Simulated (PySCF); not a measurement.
Compound: C₄H₅F.
SMILES: `FCC1=CC1`

Computed with PySCF 2.14.0, density-fitted response routines, TDDFT wB97X-D/def2-SVPD, vertical, gas phase, core orbitals frozen in the response. The structure is a single PBE0-D3(BJ)/def2-SVP conformer in the gas phase; no vibrational or solvent corrections. Torsions of this conformer, `[F:1][CH2:2][C:3]1=[CH:4][CH2:5]1`: F1–C2–C3–C4 0°.

Each state is given a Gaussian of 0.3 eV full width at half maximum, with ε(max) = 2.175×10⁸ f / Δν̃ (Δν̃ the width in cm⁻¹). The width is an assumption, not a result. The curve ends short of the highest state used, and states not computed would add to its high-energy end.

| E (eV) | ε (L mol⁻¹ cm⁻¹) |
| --- | --- |
| 6.07 | 23 |
| 6.12 | 84 |
| 6.16 | 214 |
| 6.21 | 599 |
| 6.25 | 1223 |
| 6.30 | 2598 |
| 6.34 | 4249 |
| 6.39 | 6838 |
| 6.43 | 8957 |
| 6.48 | 10926 |
| 6.53 | 11426 |
| 6.57 | 10600 |
| 6.62 | 8406 |
| 6.66 | 6257 |
| 6.71 | 3782 |
| 6.75 | 2286 |
| 6.80 | 1102 |
| 6.85 | 513 |
| 6.89 | 300 |
| 6.94 | 188 |
| 6.98 | 146 |
| 7.03 | 111 |
| 7.07 | 87 |
| 7.12 | 63 |
| 7.17 | 46 |
| 7.21 | 39 |
| 7.26 | 46 |
| 7.30 | 74 |
| 7.35 | 163 |
| 7.39 | 300 |
| 7.44 | 579 |
| 7.49 | 970 |
| 7.53 | 1317 |
| 7.58 | 1690 |
| 7.62 | 1857 |
| 7.67 | 1845 |
| 7.71 | 1672 |
| 7.76 | 1337 |
| 7.81 | 982 |
| 7.85 | 742 |
| 7.90 | 519 |
| 7.94 | 394 |
| 7.99 | 281 |
| 8.03 | 211 |
| 8.08 | 139 |
| 8.12 | 93 |
| 8.17 | 52 |
| 8.22 | 29 |
| 8.26 | 25 |
| 8.31 | 50 |
| 8.35 | 115 |
| 8.40 | 306 |
| 8.44 | 609 |
| 8.49 | 1258 |
| 8.54 | 2234 |
| 8.58 | 3174 |

Q: Where are the band maxima, and which computed states make them?

A: 190 nm (6.52 eV), ε about 11000, made up of S1 (100%); 162 nm (7.64 eV), ε about 1900, made up of S4 (94%) (ε in L mol⁻¹ cm⁻¹; maxima over ε = 5, shares over 10%). At its high-energy end, 8.58 eV, the curve is still rising (ε about 3200, from S7 and S8). The states used: S1 6.52 eV (f 0.128); S2 6.92 eV (f 0.0015); S3 7.16 eV (f 0.0003); S4 7.63 eV (f 0.020); S5 7.81 eV (f 0.0026); S6 7.97 eV (f 0.0018); S7 8.69 eV (f 0.040); S8 8.74 eV (f 0.018); S9 9.03 eV (f 0.022); S10 9.18 eV (f 0.060).

Q: What would ε be at 6.52 eV, the highest of these maxima, with half the width (0.15 eV)?

A: About 22900 L mol⁻¹ cm⁻¹ against 11500, a factor of about 2.00; a lone state at its own centre would give exactly 2.

Q: On this curve, what absorbance would a 10⁻⁵ mol/L sample give at 193 nm over a 1 cm path?

A: 193 nm is 6.424 eV, where ε is about 8700 L mol⁻¹ cm⁻¹, so A = ε c l ≈ 0.087 (Beer–Lambert, with the gas-phase spectrum and the assumed width).

Q: Coming from long wavelengths, where does ε first pass 100 L mol⁻¹ cm⁻¹?

A: At about 202 nm (6.13 eV), 0.39 eV below S1.

The vertical ionisation energy (ΔSCF) is 9.48 eV, 0.30 eV above S10.
